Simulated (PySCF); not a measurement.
## ClSiN: bending curve

Level of theory: PBE0 in PySCF with Si def2-TZVP, N def2-TZVP, Cl def2-TZVP; no relativity; density-fitted integrals.

Rigid scan from the singlet minimum (Si–Cl 2.009 Å, Si–N 1.558 Å; Cl–Si–N 180.0°). Coordinate: the N–Si–Cl angle, bonds fixed. Energies in kJ/mol from the minimum.

Predict the curve at 80, 90, 100, 110, 120, 130, 140, 150, 160, 170, 180.


| bond angle (°) | E (kJ/mol) | dipole size (D) |
| --- | --- | --- |
| 80 | 109.9 | 2.11 |
| 90 | 114.5 | 2.50 |
| 100 | 96.8 | 2.85 |
| 110 | 71.9 | 3.13 |
| 120 | 49.3 | 3.38 |
| 130 | 31.7 | 3.62 |
| 140 | 18.8 | 3.84 |
| 150 | 10.0 | 4.03 |
| 160 | 4.2 | 4.18 |
| 170 | 1.0 | 4.27 |
| 180 | 0.0 | 4.30 |

Other isomers or separated fragments may lie lower.
